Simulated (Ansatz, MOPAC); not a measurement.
Barrier height from H + N2 to the transition structure HN2, without zero-point energy, on the benchmark's geometries as Psi4's copy of the set gives them.
Transition structure (charge 0, multiplicity 2, Z-matrix in Å and degrees):
```
N
N 1 1.1228
H 1 1.4306 2 117.54
```
Reactant (charge 0, multiplicity 1):
```xyz
2

N      0.00000     0.00000     0.00000
N      1.09711     0.00000     0.00000
```

Open shells are unrestricted; no spin–orbit coupling.

Correlated levels freeze the cores. CBS(a, b) extrapolates the correlation energy as X⁻³ and adds the Hartree–Fock energy of set b. The state that AM1, PM3, PM6, PM7 reach isn't checked; PM7 holds dispersion and hydrogen-bond terms.

Codes used: Ansatz (Gaussian basis) for Hartree–Fock, density functionals and correlated methods; MOPAC for AM1, PM3, PM6, PM7 (differences of heats of formation). 

Other levels give for the barrier height: PBE/def2-TZVPPD 5.21; B3LYP/def2-TZVPPD 7.56; wB97M-V/def2-TZVPPD 12.78; CCSD(T)/CBS(aug-cc-pVTZ, aug-cc-pVQZ) 14.47 kcal/mol.

Q: What do these common cheap choices give for the same quantity: AM1, PM3, PM6, PM7?

A: AM1 2.13; PM3 -1.94; PM6 -7.14; PM7 -5.00 kcal/mol. They span -7.14 to 2.13 kcal/mol.

Doubts at one or more of the structures used: a spin-contaminated determinant (CCSD(T)/CBS(aug-cc-pVTZ, aug-cc-pVQZ)).

The set's own value is 14.69 kcal/mol (Zhao et al., NHTBH38), an estimate for the real system.

Ansatz is an electronic-structure program.
